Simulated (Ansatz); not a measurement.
System: LiF, charge -1, multiplicity 2. 
Geometry from a B3LYP-D3(BJ)/def2-TZVP (Ansatz, a first-principles code) optimisation:
```
Li
F 1 1.6294
```
Charge -1, spin multiplicity 2.

Basis-set convergence of Hartree-Fock and CCSD(T) correlation energies (hartree) with Ansatz. Correlated levels leave the core frozen unless marked. Open shells are spin-unrestricted. Spin-orbit coupling is left out. No relativistic terms. This anion needs diffuse functions, which these sets lack.

```csv
basis,functions,E(HF),"E(corr, CCSD(T))"
def2-SVP,23,-106.84289,-0.20519
def2-TZVPP,50,-106.98566,-0.28121
def2-QZVPP,92,…,…
```

### Question
Some entries are withheld; supply them.

### Answer

- def2-QZVPP, E(HF): -107.00010
- def2-QZVPP, E(corr, CCSD(T)): -0.30944
